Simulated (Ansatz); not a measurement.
C₂H₃O, SMILES C[C]=O, multiplicity 2.

Geometry optimised at PBE0-D3(BJ)/def2-TZVP. The isomer is the one that the SMILES or the coordinates give; other isomers of the formula were not compared.

Two levels are set side by side: PBE/def2-TZVPD (Ansatz, an electronic-structure program) and PBE0/def2-TZVPD (Ansatz). Energy differences of separate SCF runs at the same geometry; the states with an electron removed or added have multiplicity 1 and 1. Differences are taken from unrounded values.

```json
[
 {"quantity": "vertical ionisation energy (eV)", "PBE0": "8.56"}
]
```

Task: What does PBE give, and how far is it from PBE0? (Estimate from the structure and the level; the computed values follow.)

Result: 
| quantity | PBE | PBE minus PBE0 |
|---|---|---|
| vertical ionisation energy (eV) | 8.32 | -0.24 |
